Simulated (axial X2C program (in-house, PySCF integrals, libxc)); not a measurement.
# Which molecule gave these maps?

PBE0 fields computed with an in-house all-electron X2C program for linear molecules (integrals from PySCF), spin-free, near the equilibrium distance, one atom at z = 0.

The maps cover the half plane through the axis: z from -2.4 to 4.8 Å along the bond, ρ from 0.15 to 2.25 Å away from it.

log10 of the density in e/bohr³:

```
 ρ\z  -2.4  -1.8  -1.2  -0.6   0.0   0.6   1.2   1.8   2.4   3.0   3.6   4.2   4.8
0.15  -3.1  -2.4  -1.7  -0.9   1.0  -0.9  -1.6  -1.7  -0.4   0.8  -1.1  -2.1  -2.6
0.45  -3.1  -2.4  -1.8  -1.3  -0.2  -1.3  -1.6  -1.7  -1.0  -0.2  -1.5  -2.1  -2.6
0.75  -3.2  -2.5  -1.9  -1.5  -1.3  -1.5  -1.8  -1.8  -1.6  -1.3  -1.8  -2.2  -2.7
1.05  -3.3  -2.7  -2.1  -1.7  -1.6  -1.7  -1.9  -2.0  -1.9  -1.9  -2.0  -2.3  -2.8
1.35  -3.5  -2.8  -2.3  -2.0  -1.9  -2.0  -2.2  -2.2  -2.1  -2.1  -2.2  -2.5  -3.0
1.65  -3.6  -3.1  -2.6  -2.3  -2.1  -2.2  -2.4  -2.4  -2.3  -2.3  -2.5  -2.7  -3.2
1.95  -3.8  -3.3  -2.9  -2.6  -2.5  -2.5  -2.7  -2.7  -2.6  -2.6  -2.7  -3.0  -3.4
2.25  -4.0  -3.5  -3.1  -2.9  -2.8  -2.8  -2.9  -2.9  -2.9  -2.9  -3.0  -3.3  -3.6
```

Electron localisation function (collinear form, no current term, damped to 0 at low density):

```
 ρ\z  -2.4  -1.8  -1.2  -0.6   0.0   0.6   1.2   1.8   2.4   3.0   3.6   4.2   4.8
0.15  0.30  0.83  0.88  0.15  0.38  0.15  0.72  0.36  0.70  0.47  0.20  0.70  0.99
0.45  0.27  0.81  0.91  0.07  0.72  0.06  0.72  0.51  0.25  0.81  0.07  0.83  0.98
0.75  0.21  0.77  0.93  0.41  0.07  0.30  0.68  0.67  0.06  0.12  0.09  0.94  0.97
1.05  0.13  0.69  0.91  0.89  0.64  0.74  0.60  0.71  0.33  0.11  0.55  0.98  0.95
1.35  0.07  0.55  0.86  0.93  0.89  0.76  0.49  0.65  0.80  0.74  0.94  0.98  0.85
1.65  0.03  0.36  0.76  0.88  0.86  0.67  0.38  0.53  0.86  0.94  0.97  0.95  0.59
1.95  0.01  0.17  0.57  0.76  0.75  0.52  0.27  0.38  0.76  0.91  0.93  0.80  0.23
2.25  0.00  0.06  0.32  0.55  0.56  0.35  0.17  0.23  0.54  0.75  0.72  0.39  0.05
```

Axial spin density in 10⁻³ e/bohr³:

```
 ρ\z  -2.4  -1.8  -1.2  -0.6   0.0   0.6  1.2  1.8  2.4   3.0   3.6   4.2   4.8
0.15   0.0   0.0   0.1  -0.2  48.8  -0.6  0.2  1.0  0.0  -2.7  -1.1  -1.6  -0.6
0.45   0.0   0.1   0.6   1.6  -0.1   1.6  1.4  1.5  0.4   0.0  -1.3  -1.4  -0.6
0.75   0.0   0.2   1.1   3.8   5.3   4.5  2.6  1.9  1.0  -0.2  -1.3  -1.1  -0.4
1.05   0.1   0.3   1.3   4.1   6.7   5.3  3.0  2.1  1.2   0.0  -0.9  -0.7  -0.3
1.35   0.1   0.3   1.1   3.2   5.1   4.2  2.6  1.8  1.1   0.1  -0.5  -0.4  -0.2
1.65   0.1   0.2   0.8   2.1   3.2   2.8  1.9  1.3  0.8   0.2  -0.2  -0.2  -0.1
1.95   0.1   0.2   0.6   1.3   1.9   1.7  1.2  0.8  0.5   0.2  -0.1  -0.1  -0.1
2.25   0.0   0.1   0.3   0.7   1.0   1.0  0.7  0.5  0.3   0.1   0.0   0.0   0.0
```

Question: Which molecule is it?
A. MgAl
B. AlY
C. AlTc
D. BrCl

Answer: A. MgAl, with Al at z = 0 and Mg at z = 2.903 Å, state M_S = 1/2, Λ = 1 (beyond evenly filled blocks: π+α), basis Al dyall-v3z [8s8p2d1f], Mg dyall-cv3z [9s8p6d3f] (cores contracted in-house). The state is a single determinant with fixed occupations, the lowest that a limited PBE0 search found. Other states lie close and PBE0, whose exact exchange favours high spin, may order them wrongly; the determinant shown need not be the ground state. The nearest other spin-free determinant of the search, M_S = 1/2, Λ = 0, lies 0.27 eV up at the distance of the search. Without a current term, density functionals place determinants with orbital angular momentum somewhat too high.
